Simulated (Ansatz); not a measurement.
Breaking a bond: H2, singlet.

Method: full CI/cc-pVTZ, frozen core (Ansatz, a first-principles code).

**Question.** Relative to R = 0.74 Å, what are the energies at R = 1.01, 1.33, 2.25, 2.64 Å?

**Answer.** 28.2 mEh at 1.01 Å, 81.5 mEh at 1.33 Å, 162.2 mEh at 2.25 Å, 169.4 mEh at 2.64 Å.
